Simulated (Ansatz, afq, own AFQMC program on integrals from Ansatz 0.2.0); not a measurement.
## Where AFQMC and coupled cluster stand for GeH2⁻, doublet

```xyz
3

Ge    0.0000   -0.0432   -0.0126
H     0.0000    1.0956   -1.1711
H     0.0000    2.0158    2.0818
```

Basis aug-cc-pVDZ. Noble-gas cores (and the filled d shells of Ga–Kr and In–Xe) are frozen. AFQMC by an in-house program on the Cholesky factors that Ansatz 0.2.0 writes for its CCSD(T) run. ph-AFQMC/CISD is guided by a CISD state made of CCSD amplitudes; releasing the constraint for a short imaginary time cuts its bias at the price of noise, slowly where states lie close. Uncertainties: one standard error, sampling alone. No spin–orbit coupling.

Determinant: ROHF, the one that the program's search chose, which needn't be the lowest solution. The geometry is a point of a scan.

No full CI on the walks' own integrals is used here; CCSDT(Q) serves as the reference and is uncertain by about the last step of the cluster series.

Cautions: no relativity below Rb; no spin-orbit coupling; inner d shell frozen; higher spins were not checked; a spin-contaminated unrestricted determinant lies lower (UHF 396 meV lower, ⟨S²⟩ 1.44); strong correlation (T1 0.053, weight of the determinant 0.84, largest double 0.09).

The T1 diagnostic is 0.0527, the weight of the determinant in the CISD state is 0.838 and the size of the correlated space is 7 electrons in 40 orbitals.

Reference: CCSDT(Q), correlation energy -3.901 eV. The released energy is read at 2.40 1/Eh (meV from the phaseless value at times in 1/Eh: 10 ± 9 at 0.24, 8 ± 8 at 0.51, 0 ± 13 at 0.99, -23 ± 14 at 1.62, -16 ± 14 at 2.40).

| level | E − E(reference) (kJ/mol) | share of correlation (%) |
| --- | --- | --- |
| HF | 376.4 | 0.00 |
| MP2 | 108.6 | 71.14 |
| CCSD | 18.8 | 95.00 |
| CCSD(T) | 4.8 | 98.73 |
| CCSDT | 0.8 | 99.80 |
| ph-AFQMC/CISD | 2.9 ± 0.9 | 99.24 |
| released AFQMC | 1.3 ± 1.4 | 99.64 |

A walk keeps the symmetry of its determinant, which the program's search chose and which needn't be the lowest solution, so a lower state of the same spin and another symmetry isn't excluded. Released energies are given only where the last usable release times agree within the noise; a slower fall can still hide under it.
